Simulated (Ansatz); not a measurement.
```yaml
crystal:
  periodic: [false, false, false]
  atoms:
    - {symbol: Na, position_ang: [2.205575, -1.120055, 0.224257]}
    - {symbol: Na, position_ang: [-1.064751, -1.091402, -0.139473]}
    - {symbol: Na, position_ang: [-1.184111, 2.148243, -0.106527]}
basis:
  gaussian: {orbitals: pcseg-2, nuclear_model: gaussian}
magnetization: {spin_polarized: true, initial_magnetization: 1}
hamiltonian: {xc: {name: wB97X}}
scf: {lower_state_search: off}
output: {forces: true}
```

```sh
$ ansatz run in.yaml --threads 2 --pin off --events-out ev --progress --plain --max-ram 4352MiB
```

It prints (some lines left out):

```
Functional definition: wB97X
495 factors; integrals over basis functions are off by at most 7.7e-4 eV
222 factors; integrals over basis functions are off by at most 3.5e-5 eV
mean field evaluation 1: about -13247.3092 eV, gradient 1.9e0 eV
mean field evaluation 2: about -13247.3913 eV, gradient 6.8e-1 eV
mean field evaluation 4: about -13247.4266 eV, gradient 7.3e-1 eV
mean field evaluation 8: about -13247.4548 eV, gradient 4.2e-2 eV
mean field evaluation 16: about -13247.4551 eV, gradient 6.4e-4 eV
mean field -13247.45509776 eV, -486.8349953952 hartree, gradient 8.6e-6 eV, S^2 0.762461; 0 other end points of the search recorded, 0 dependent functions left out
reference -13247.45507462 eV, -486.8349945447 hartree; 17, 16 occupied and 40, 41 virtual orbitals, 495 factors
Total energy: -13247.45507462 eV, -486.8349945447 hartree
Atom 0 at     2.205575    -1.120055     0.224257 Å, force    -0.052938     0.021099    -0.005593 eV/Å
Atom 1 at    -1.064751    -1.091402    -0.139473 Å, force     0.031163     0.004521     0.003534 eV/Å
Atom 2 at    -1.184111     2.148243    -0.106527 Å, force     0.021774    -0.025620     0.002059 eV/Å
Dipole moment:     0.105306     0.120289     0.013442 e Å
Checks for a lower state left out: stability, starts, cluster_reference, orbital_swaps, neighbouring_geometries, increment
```

Run time 7 s (2 threads of Arm Neoverse V1 on a shared host).
